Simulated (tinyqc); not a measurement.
Worked calculation: harmonic frequencies on the RHF/sto-3g surface (energies and gradients from PySCF), for LiH, spin multiplicity 1. One step of it, computed by the program tinyqc.

Problem. Normal modes. Diagonalise H_ij / sqrt(m_i m_j); the 5 smallest eigenvalues belong to translations and rotations; wavenumber = sqrt(eigenvalue / 1822.888) x 219474.63; each mode has its largest component positive (the first on a tie); zero-point energy = sum of wavenumbers / 2, with 349.755 1/cm per kcal/mol.

Hessian (symmetrised) (hartree/bohr^2), lower triangle:
```
             1Lix         1Liy         1Liz          2Hx          2Hy         2Hz
1Lix  -0.00000339
1Liy   0.00000000  -0.00000339
1Liz   0.00000000   0.00000000   0.11623303
2Hx    0.00000339   0.00000000   0.00000000  -0.00000339
2Hy    0.00000000   0.00000339   0.00000000   0.00000000  -0.00000339
2Hz    0.00000000   0.00000000  -0.11623303   0.00000000   0.00000000  0.11623303
```

masses (u): 1Li 7.016004, 2H 1.007825

Give: eigenvalues of the mass-weighted Hessian; harmonic wavenumbers of the vibrations; mass-weighted modes; zero-point energy.

Solution.

eigenvalues of the mass-weighted Hessian (hartree/(bohr^2 u)): 0.0000  0.0000  0.0000  0.0000  0.0000  0.1319

harmonic wavenumbers of the vibrations (1/cm): 1866.9

mass-weighted modes:
```
       mode 1
1Lix   0.0000
1Liy   0.0000
1Liz  -0.3544
2Hx    0.0000
2Hy    0.0000
2Hz    0.9351
```

zero-point energy = 2.6689 kcal/mol
